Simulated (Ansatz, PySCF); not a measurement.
Reaction (SMILES): NN (N2H4) → NN (N2H4) as doublet, charge +1 + e-
Structures are relaxed separately at B3LYP-D3(BJ)/def2-TZVP in Ansatz (a first-principles code), one conformer each, not searched for the lowest. Frequencies are from Ansatz. A spin state is the lowest found, not a proven ground state.

Property: adiabatic ionisation energy (0 K, with B3LYP-D3(BJ) harmonic zero-point energies), in eV. Cores are frozen in the correlated levels unless marked. UHF or UKS for open shells. Spin-orbit coupling is left out. Non-relativistic. Basis-set limits of correlation are two-point, X^-3; Hartree-Fock from the larger set. The bracket is a focal-point correction in the basis named.

Measured: 8.10 eV (CCCBDB table in ASE); it holds spin-orbit effects, which all levels lack. This is an older compilation, not checked against later work.

```tsv
level	program	adiabatic ionisation energy (eV)	error against measurement
HF/aug-cc-pVDZ	Ansatz	6.91	-1.19
HF-D3(BJ)/def2-TZVPD	PySCF + dftd3	6.87	-1.23
PBE-D4/def2-TZVPD	Ansatz + dftd4	7.75	-0.35
M06-L/def2-TZVPD	PySCF	7.71	-0.39
r2SCAN0/def2-TZVPD	Ansatz	7.68	-0.42
PW6B95-D4/def2-TZVPD	PySCF + dftd4	7.82	-0.28
MP2/6-31G	Ansatz	6.87	-1.23
CCSD(T)/def2-TZVPP	Ansatz	7.89	-0.21
RI-MP2/CBS(def2-TZVPPD,def2-QZVPPD)+[CCSD(T)-MP2]/def2-SVPD	Ansatz	8.07	-0.03
RI-MP2/CBS(aug-cc-pVTZ,aug-cc-pVQZ)+[CCSD(T)-MP2]/aug-cc-pVTZ	Ansatz	8.06	-0.04
```
